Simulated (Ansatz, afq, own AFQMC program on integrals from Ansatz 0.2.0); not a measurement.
**Atomization energy of GeH3F, singlet, worked out**

```xyz
5

Ge   -0.3359   -0.0024    0.0015
F     1.4060    0.0101   -0.0065
H    -0.7753    1.4665    0.0045
H    -0.7537   -0.7422    1.2778
H    -0.7654   -0.7406   -1.2717
```

Connectivity, by distances: GeH3–F.

Basis cc-pVDZ. Noble-gas cores (and the filled d shells of Ga–Kr and In–Xe) are frozen. Integrals, coupled cluster, full CI and functionals: Ansatz 0.2.0; the random walks run on the same integrals in our own AFQMC program. ph-AFQMC/CISD is guided by a CISD state made of CCSD amplitudes; releasing the constraint for a short imaginary time cuts its bias at the price of noise, slowly where states lie close. ± is one standard error of the sampling. No spin–orbit coupling.

Total energies in eV. CBS is CCSD(T) at the limit of def2-TZVPP/QZVPP (extrapolated itself); the highest rung of each member is named.

Cautions: inner d shell frozen; no relativity below Rb; no spin-orbit coupling; GeH₃F (singlet): the released value is read at 2.40 1/Eh with a noise of 17 meV, more than in the cases checked (meV from the phaseless value at times in 1/Eh: -6 ± 12 at 0.24, 15 ± 10 at 0.51, -4 ± 10 at 0.99, -16 ± 16 at 1.62, -5 ± 17 at 2.40).

```tsv
member	count	CCSD(T)/cc-pVDZ	highest rung in cc-pVDZ	which	CCSD(T)/CBS
Ge (triplet)	+1	-56473.1139	-56473.1222	FCI	-56475.5964
F (doublet)	+1	-2708.2832	-2708.2886	FCI	-2712.1062
H (doublet)	+3	-13.5861	-13.5861	FCI	-13.6059
GeH₃F, singlet	-1	-59235.4719	-59235.5032 ± 0.0171	released AFQMC	-59243.1879
```

Question: Work out the best estimate of the atomization energy: the CCSD(T)/CBS difference plus the step from CCSD(T) to the highest rung.

Answer: Sums with the counts: CCSD(T)/CBS 14.6676 eV, highest rung 13.3341 eV, CCSD(T)/cc-pVDZ 13.3165 eV. The step is 13.3341 − 13.3165 = 0.0176 eV, so the best estimate is 14.6676 + (0.0176) = 14.6852 eV = 338.6 kcal/mol, with sampling noise 0.017 eV. The step is under twice that noise, so its sign is open. The basis set is worth 1.351 eV of it. Zero-point, core-correlation and spin–orbit terms aren't in it. Past Ne the Hartree–Fock part of each CBS total tends to overshoot, since the cores don't follow the formula; that largely cancels in the difference.

Best estimates are given only where the step beyond CCSD(T) is under 0.3 eV and no member's determinant is very poor (T1 over 0.05, or 0.07 for open shells, ⟨S²⟩ too high by 0.3, two states mixed), so the hardest cases are missing from such tables.

Each member of a difference takes its own highest rung, so a best estimate needn't equal the limit plus the step of one row. A walk keeps the symmetry of its determinant, which the program's search chose and which needn't be the lowest solution, so a lower state of the same spin and another symmetry isn't excluded. Released energies are given only where the last usable release times agree within the noise; a slower fall can still hide under it.
